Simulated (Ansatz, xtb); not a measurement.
## Two isomers of H6NSi2

Structure X is `N[SiH][SiH3]`, a doublet and structure Y is `[SiH2]N[SiH3]`, a doublet. Both are isolated molecules in the gas phase, relaxed with B3LYP/6-31G*; the shapes shown needn't be the lowest conformers.

X (Å):

```xyz
9

N     1.8715   -0.7274    1.2044
Si   -0.0226   -0.1356   -1.5429
Si    1.3739    0.6184    0.2015
H    -1.3046   -0.7524   -1.0890
H     2.1201   -0.5650    2.1739
H    -0.3520    1.0165   -2.4290
H     0.6175    1.5178    1.1324
H     0.7001   -1.1517   -2.3610
H     2.4314   -1.4748    0.8103
```

Y (Å):

```xyz
9

N     0.1993    0.1785    0.1648
Si   -1.5524    0.1730    0.1404
Si    1.3083    1.0779   -0.8467
H    -2.0371   -0.1720    1.5158
H    -1.9934    1.5537   -0.2228
H     0.6144   -0.5900    0.6864
H     0.5946    2.2884   -1.3228
H     2.5074    1.4652   -0.0545
H     1.7880    0.3129   -2.0332
```

Energies in hartree; the thermal terms are from B3LYP/6-31G* harmonic frequencies (ideal gas, rigid rotor, one conformer each, 298.15 K, 1 atm) and include the zero-point energy:

```
                              X           Y
E, CCSD(T)/def2-SVP  −635.979705  −635.996443
    E, MP2/def2-SVP  −635.918007  −635.937673
  E, MP2/def2-TZVPP  −636.286929  −636.306586
  zero-point energy     0.058768     0.056834
       H(298 K) − E     0.066026     0.063799
       G(298 K) − E     0.028927     0.026756
```

Task: Correct the CCSD(T) difference for the basis set by the MP2 change, then work out ΔE, ΔE₀, ΔH and ΔG for X → Y in kcal/mol (1 Eh = 627.51 kcal/mol) and the equilibrium ratio [Y]/[X].

Result: 1. Differences Y − X: CCSD(T) −0.016738, MP2 in the small set −0.019666, MP2 in the large set −0.019657 Eh.
2. ΔE = −0.016738 + (−0.019657 − (−0.019666)) = −0.016729 Eh = −10.50 kcal/mol.
3. ΔE₀ = ΔE + ΔZPE = −0.016729 + (−0.001934) Eh = −11.71 kcal/mol.
4. ΔH = ΔE + (−0.002227) Eh = −11.90 kcal/mol.
5. ΔG = ΔE + (−0.002171) Eh = −11.86 kcal/mol, so ΔS = (ΔH − ΔG)/T = −0.5 J/(mol K).
6. kT = 0.9442 mEh, so K = [Y]/[X] = exp(−ΔG/kT) = exp(+20.02) ≈ 4.9 × 10^8.

Structure Y is favoured at this temperature. An error of 1 kcal/mol in ΔG would change K by a factor of 5.4. Mirror images and further conformers aren't counted.

As drawn, Y has 1 N–Si, 1 Si–H in place of 1 Si–Si, 1 N–H.

Other levels gave ΔE = −21.2 (GFN2-xTB); −8.1 (HF/STO-3G, GFN2-xTB geometries); −7.4 (r2SCAN-D4/def2-SVP, GFN2-xTB geometries); −7.7 (B3LYP/6-31G*); −13.8 (HF/def2-SVP); −12.3 (MP2/def2-SVP); −10.5 (CCSD(T)/def2-SVP) kcal/mol. Open shells are spin-unrestricted. The correlated steps freeze 11 core orbitals. Programs: Ansatz 0.2.0, xtb 6.7.1.
